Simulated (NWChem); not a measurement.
All runs are NWChem calculations. System: formamide (CH$_{3}$NO), charge 0, spin multiplicity 1, at a geometry optimised with PBE/def2-SVP. Level: MP2/def2-SVPD, 3 core orbitals frozen.

Input file:

```
start mol
memory heap 200 mb stack 900 mb global 1100 mb
geometry units angstroms nocenter noautoz
  N     -0.198201    -1.083540     0.000000
  C     -0.313127     0.277453     0.000000
  O      0.618582     1.064250     0.000000
  H      0.732627    -1.505383     0.000000
  H     -1.018394    -1.688816     0.000000
  H     -1.396730     0.600256     0.000000
  symmetry group Cs
end
basis spherical
  * library def2-svpd
end
scf
  rhf
  nopen 0
  maxiter 100
  thresh 1e-7
  semidirect memsize 60000000 filesize 0
end
mp2
  freeze core 3
end
task mp2 energy
```

Part of the output:

```
             Northwest Computational Chemistry Package (NWChem) 7.3.0
             --------------------------------------------------------

                                NWChem Input Module
                                -------------------

 Scaling coordinates for geometry "geometry" by  1.889725989
 (inverse scale =  0.529177249)

 Turning off AUTOSYM since
 SYMMETRY directive was detected!

                             Geometry "geometry" -> ""
                             -------------------------

 Output coordinates in angstroms (scale by  1.889725989 to convert to a.u.)

  No.       Tag          Charge          X              Y              Z
 ---- ---------------- ---------- -------------- -------------- --------------
    1 N                    7.0000    -0.19820100    -1.08354000     0.00000000
    2 C                    6.0000    -0.31312700     0.27745300     0.00000000
    3 O                    8.0000     0.61858200     1.06425000     0.00000000
    4 H                    1.0000     0.73262700    -1.50538300     0.00000000
    5 H                    1.0000    -1.01839400    -1.68881600     0.00000000
    6 H                    1.0000    -1.39673000     0.60025600     0.00000000

 Effective nuclear repulsion energy (a.u.)      70.6327980625

            Nuclear Dipole moment (a.u.)
            ----------------------------
        X                 Y               Z
 ---------------- ---------------- ----------------
    -0.0000188973    -0.0000094486     0.0000000000

      Symmetry information
      --------------------

 Group name             Cs
 Group number              2
 Group order               2
 No. of unique centers     6

      Symmetry unique atoms

     1    2    3    4    5    6


 Summary of "ao basis" -> "" (spherical)
 ------------------------------------------------------------------------------
       Tag                 Description            Shells   Functions and Types
 ---------------- ------------------------------  ------  ---------------------
 *                         def2-svpd                  on all atoms

 Summary of "ao basis" -> "ao basis" (spherical)
 ------------------------------------------------------------------------------
       Tag                 Description            Shells   Functions and Types
 ---------------- ------------------------------  ------  ---------------------
 N                         def2-svpd                 8       20   4s2p2d
 C                         def2-svpd                 8       20   4s2p2d
 O                         def2-svpd                 9       23   4s3p2d
 H                         def2-svpd                 4        8   2s2p

                                 NWChem SCF Module
                                 -----------------

  ao basis        = "ao basis"
  functions       =    87
  atoms           =     6
  closed shells   =    12
  open shells     =     0
  charge          =   0.00
  wavefunction    = RHF
  use symmetry    = T
  symmetry adapt  = T

 Summary of "ao basis" -> "ao basis" (spherical)
 ------------------------------------------------------------------------------
       Tag                 Description            Shells   Functions and Types
 ---------------- ------------------------------  ------  ---------------------
 N                         def2-svpd                 8       20   4s2p2d
 C                         def2-svpd                 8       20   4s2p2d
 O                         def2-svpd                 9       23   4s3p2d
 H                         def2-svpd                 4        8   2s2p

      Symmetry analysis of basis
      --------------------------

        a'         62
        a"         25

 Forming initial guess at       0.1s

      Superposition of Atomic Density Guess
      -------------------------------------

 Sum of atomic energies:        -168.06170478

      Non-variational initial energy
      ------------------------------

 Total energy =    -169.455337
 1-e energy   =    -368.050585
 2-e energy   =     127.962450
 HOMO         =      -0.363726
 LUMO         =       0.030960

      Symmetry analysis of molecular orbitals - initial
      -------------------------------------------------

  Numbering of irreducible representations:

     1 a'          2 a"

  Orbital symmetries:

     1 a'          2 a'          3 a'          4 a'          5 a'
     6 a'          7 a'          8 a'          9 a"         10 a'
    11 a'         12 a"         13 a"         14 a'         15 a'
    16 a'         17 a"         18 a'         19 a'         20 a'
    21 a'         22 a"

 Starting SCF solution at       1.0s

 ----------------------------------------------
         Quadratically convergent ROHF

 Convergence threshold     :          1.000E-07
 Maximum no. of iterations :          100
 Final Fock-matrix accuracy:          1.000E-09
 ----------------------------------------------

              iter       energy          gnorm     gmax       time
             ----- ------------------- --------- --------- --------
                 1     -168.7210575375  1.26D+00  3.33D-01      1.0
                 2     -168.8056777785  3.53D-01  5.60D-02      1.2
                 3     -168.8172684704  1.25D-02  5.39D-03      1.5
                 4     -168.8173030278  7.39D-05  2.28D-05      2.0
                 5     -168.8173030284  7.32D-09  2.58D-09      2.6

       Final RHF  results
       ------------------

         Total SCF energy =   -168.817303028440
      One-electron energy =   -370.080839665130
      Two-electron energy =    130.630738574193
 Nuclear repulsion energy =     70.632798062498

        Time for solution =      1.6s

       Symmetry analysis of molecular orbitals - final
       -----------------------------------------------

  Numbering of irreducible representations:

     1 a'          2 a"

  Orbital symmetries:

     1 a'          2 a'          3 a'          4 a'          5 a'
     6 a'          7 a'          8 a'          9 a'         10 a"
    11 a'         12 a"         13 a'         14 a'         15 a"
    16 a'         17 a"         18 a'         19 a'         20 a'
    21 a"         22 a'

             Final eigenvalues
             -----------------

              1
    1  -20.5366
    2  -15.6066
    3  -11.3734
    4   -1.3707
    5   -1.2054
    6   -0.8429
    7   -0.7498
    8   -0.6728
    9   -0.6110
   10   -0.5743
   11   -0.4402
   12   -0.4260
   13    0.0949
   14    0.1248
   15    0.1601
   16    0.1656
   17    0.1879
   18    0.1962
   19    0.2017
   20    0.2326
   21    0.2610
   22    0.2708

                       ROHF Final Molecular Orbital Analysis
                       -------------------------------------

 Vector   10  Occ=2.000000D+00  E=-5.742890D-01  Symmetry=a"
              MO Center=  6.6D-02,  1.3D-01,  1.5D-16, r^2= 1.7D+00
   Bfn.  Coefficient  Atom+Function         Bfn.  Coefficient  Atom+Function
  ----- ------------  ---------------      ----- ------------  ---------------
    47      0.356366  3 O  pz                27      0.330416  2 C  pz
     7     -0.322734  1 N  pz                50      0.261029  3 O  pz
    10      0.238745  1 N  pz

 Vector   11  Occ=2.000000D+00  E=-4.402157D-01  Symmetry=a'
              MO Center=  2.4D-01,  7.8D-01, -2.6D-16, r^2= 1.5D+00
   Bfn.  Coefficient  Atom+Function         Bfn.  Coefficient  Atom+Function
  ----- ------------  ---------------      ----- ------------  ---------------
    46     -0.413625  3 O  py                45      0.386200  3 O  px
    49     -0.325782  3 O  py                48      0.290196  3 O  px
    24      0.238284  2 C  s                 80      0.228887  6 H  s
    23      0.216284  2 C  s                  4     -0.192926  1 N  s
     3     -0.174905  1 N  s                  6      0.170414  1 N  py

 Vector   12  Occ=2.000000D+00  E=-4.260020D-01  Symmetry=a"
              MO Center=  1.0D-01, -2.1D-01, -4.0D-17, r^2= 2.1D+00
   Bfn.  Coefficient  Atom+Function         Bfn.  Coefficient  Atom+Function
  ----- ------------  ---------------      ----- ------------  ---------------
     7      0.462135  1 N  pz                47      0.391141  3 O  pz
    10     -0.368183  1 N  pz                50      0.305471  3 O  pz

 Vector   13  Occ=0.000000D+00  E= 9.491770D-02  Symmetry=a'
              MO Center= -1.2D+00, -6.7D-01, -1.3D-16, r^2= 7.8D+00
   Bfn.  Coefficient  Atom+Function         Bfn.  Coefficient  Atom+Function
  ----- ------------  ---------------      ----- ------------  ---------------
    24      7.599198  2 C  s                 44     -4.025709  3 O  s
    81     -3.321597  6 H  s                 73     -1.538394  5 H  s
    23      1.135417  2 C  s                 51      0.897030  3 O  px
    65     -0.808542  4 H  s                 52      0.775539  3 O  py
    78     -0.748679  5 H  py                85     -0.729481  6 H  px

 Vector   14  Occ=0.000000D+00  E= 1.248155D-01  Symmetry=a'
              MO Center= -3.8D-01, -6.3D-01,  2.8D-17, r^2= 9.5D+00
   Bfn.  Coefficient  Atom+Function         Bfn.  Coefficient  Atom+Function
  ----- ------------  ---------------      ----- ------------  ---------------
     4      9.830545  1 N  s                 24     -6.166972  2 C  s
    65     -4.038942  4 H  s                 73     -3.216797  5 H  s
    44      3.189529  3 O  s                 81      2.739972  6 H  s
    23     -2.675706  2 C  s                 69      1.289510  4 H  px
    52     -0.887915  3 O  py                70     -0.862924  4 H  py

 Vector   15  Occ=0.000000D+00  E= 1.600976D-01  Symmetry=a"
              MO Center= -4.3D-01,  2.2D-01,  6.0D-16, r^2= 2.9D+00
   Bfn.  Coefficient  Atom+Function         Bfn.  Coefficient  Atom+Function
  ----- ------------  ---------------      ----- ------------  ---------------
    87      0.420060  6 H  pz                27      0.412567  2 C  pz
    47     -0.287037  3 O  pz                30      0.279070  2 C  pz
    71     -0.275191  4 H  pz                50     -0.260931  3 O  pz
     7      0.183025  1 N  pz                10     -0.182823  1 N  pz

 center of mass
 --------------
 x =   0.06990981 y =   0.10765851 z =   0.00000000

 moments of inertia (a.u.)
 ------------------
         145.898714220638         -43.483381907571           0.000000000000
         -43.483381907571          40.487701492886           0.000000000000
           0.000000000000           0.000000000000         186.386415713524

  Mulliken analysis of the total density
  --------------------------------------

    Atom       Charge   Shell Charges
 -----------   ------   -------------------------------------------------------
    1 N    7     7.18   1.99  0.95  0.47 -0.10  2.45  1.44  0.02 -0.02
    2 C    6     5.14   1.99  0.93 -0.01  0.05  1.85  0.23  0.13 -0.04
    3 O    8     8.69   1.99  1.08  0.77  0.06  2.79  1.82  0.15  0.02  0.02
    4 H    1     0.98   0.72  0.19  0.05  0.03
    5 H    1     1.02   0.72  0.22  0.05  0.03
    6 H    1     0.99   0.76  0.19  0.02  0.03

       Multipole analysis of the density wrt the origin
       ------------------------------------------------

     L   x y z        total         open         nuclear
     -   - - -        -----         ----         -------
     0   0 0 0     -0.000000      0.000000     24.000000

     1   1 0 0     -0.971336      0.000000     -0.000019
     1   0 1 0     -1.419727      0.000000     -0.000009
     1   0 0 1      0.000000      0.000000      0.000000

     2   2 0 0    -12.113839      0.000000     26.601392
     2   1 1 0     -1.586792      0.000000     21.523698
     2   1 0 1      0.000000      0.000000      0.000000
     2   0 2 0    -12.986895      0.000000     82.919766
     2   0 1 1      0.000000      0.000000      0.000000
     2   0 0 2    -14.207866      0.000000      0.000000

                   NWChem MP2 Semi-direct Energy/Gradient Module
                   ---------------------------------------------

  Basis functions       =     87
  Molecular orbitals    =     87
  Frozen core           =      3
  Frozen virtuals       =      0
  Active alpha occupied =      9
  Active beta occupied  =      9
  Active alpha virtual  =     75
  Active beta virtual   =     75
  Use MO symmetry       = T
  Use skeleton AO sym   = T

  AO/Fock/Back tols     =   1.0D-09  1.0D-09  1.0D-09

 GA uses MA = F    GA memory limited = T

 Available:
  local mem=  1.26D+08
 global mem=  1.44D+08
 local disk=  0.00D+00
  mp2_memr nvloc                    75
  nvloc new                    75
   1 passes of   9:        3145728                      32653                   8789102.
   1 passes of   9: M    126153737           G      144164062           F     123008009.

 Semi-direct pass number   1 of   1  for RHF alpha+beta  at        2.7s
  vrange nnbf                  3824
  mp2_eaftype                    33  avail_ma_in_mb                  1099
 EAF : mp2_eaftype filesize          33    4394551.
  mp2_eaf for mointskh                     33
Node 0 wrote     20.6 Mb in      0.0 s     Agg I/O rate:  1553.7 Mb/s
 Done moints_semi at        4.5s
  mp2_eaftype                    33  avail_ma_in_mb                  1066
 EAF : mp2_eaftype filesize          33    4394551.
  mp2_eaf for kh                    33
 Done maket at        4.7s
 Done multipass loop at        4.7s

          -------------------------------------------
          SCF energy                -168.817303028440
          Correlation energy          -0.508779000316
          Singlet pairs               -0.310344436273
          Triplet pairs               -0.198434564043
          Total MP2 energy          -169.326082028756
          -------------------------------------------

          ---------------------------------------------------
                    Spin Component Scaled (SCS) MP2
          Same spin pairs                     -0.132289709362
          Same spin scaling factor             0.333333333333
          Opposite spin pairs                 -0.376489290954
          Opposite spin scaling fact.          1.200000000000
          SCS-MP2 correlation energy          -0.495883718932
          Total SCS-MP2 energy              -169.313186747372
          ---------------------------------------------------

 -----------------------
 Performance information
 -----------------------

 Timer overhead =  2.66D-07 seconds/call

               Nr. of calls         CPU time (s)                 Wall time (s)                GFlops
             ---------------    -------------------     ------------------------------   -------------------
Name         Min   Avg   Max    Min     Avg     Max     Min     Avg     Max   Mx/calls   Min     Max     Sum
mp2: moin     1     1     1    1.8     1.8     1.8      1.8     1.8     1.8     1.8      0.0     0.0     0.0
mp2: make     1     1     1   0.22    0.22    0.22     0.22    0.22    0.22    0.22      0.0     0.0     0.0
mp2: tota     1     1     1    2.1     2.1     2.1      2.1     2.1     2.1     2.1      0.0     0.0     0.0

 The average no. of pstat calls per process was 3.00D+00
 with a timing overhead of 7.97D-07s

 Task  times  cpu:        4.7s     wall:        4.7s

 Total times  cpu:        4.7s     wall:        4.7s
```
